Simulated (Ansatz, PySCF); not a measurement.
Species: C2H6OS, charge 0, singlet. C2H6OS (methylsulfinylmethane, SMILES CS(C)=O).
B3LYP-D3(BJ)/def2-TZVP minimum from Ansatz (a first-principles code):
```xyz
10

S      0.0001     0.2316    -0.4434
O     -0.0091     1.4791     0.3687
C      1.3569    -0.7945     0.1950
C     -1.3493    -0.8091     0.1868
H      1.2528    -0.8869     1.2761
H     -2.2783    -0.2983    -0.0600
H      1.3433    -1.7716    -0.2883
H      2.2817    -0.2736    -0.0462
H     -1.3222    -1.7861    -0.2964
H     -1.2508    -0.9004     1.2685
```

Quantity: enthalpy of formation at 298 K (by atomisation, with ideal-gas terms from PySCF's Hessian at B3LYP-D3(BJ)/def2-TZVP and the atoms' measured values of the G2/97 table; no spin-orbit terms), in kJ/mol. UHF or UKS for unpaired electrons; spin-orbit terms are left out. CBS(X,Y): correlation extrapolated as X^-3, Hartree-Fock from the larger set. A bracket is a step between two methods taken in the basis named. The functionals are non-relativistic, so their misses hold any scalar relativity. '+ core + X2C': CCSD(T) terms for core correlation (cc-pwCVTZ, 1s frozen past Ne) and scalar relativity (cc-pVTZ-DK). For partners of very few electrons the exact lower level stands in for a higher one.

Measured: -36.2 kcal/mol, -151.5 kJ/mol (G2/97 table in ASE (Curtiss et al.)); atomic spin-orbit terms, which the calculations lack, would raise the computed values.

What does PBE/def2-TZVPD (Ansatz) give here, and how do the other levels compare?

PBE gives -224.6 kJ/mol, 73.1 kJ/mol below it. Errors of the others: B3LYP/def2-TZVPD (Ansatz) 37.7; PBE0/def2-TZVPD (Ansatz) 7.8; wB97M-V/def2-TZVPD (Ansatz) -3.4; CCSD(T)/CBS(cc-pV(T+d)Z,cc-pV(Q+d)Z) + core + X2C (Ansatz) -3.3; CCSD(T)/CBS(cc-pV(T+d)Z,cc-pV(Q+d)Z) + [CCSDT(Q) - CCSD(T)]/cc-pV(D+d)Z + core + X2C (Ansatz) -7.4 kJ/mol. Nearer than PBE: B3LYP/def2-TZVPD, PBE0/def2-TZVPD, wB97M-V/def2-TZVPD, CCSD(T)/CBS(cc-pV(T+d)Z,cc-pV(Q+d)Z) + core + X2C, CCSD(T)/CBS(cc-pV(T+d)Z,cc-pV(Q+d)Z) + [CCSDT(Q) - CCSD(T)]/cc-pV(D+d)Z + core + X2C.
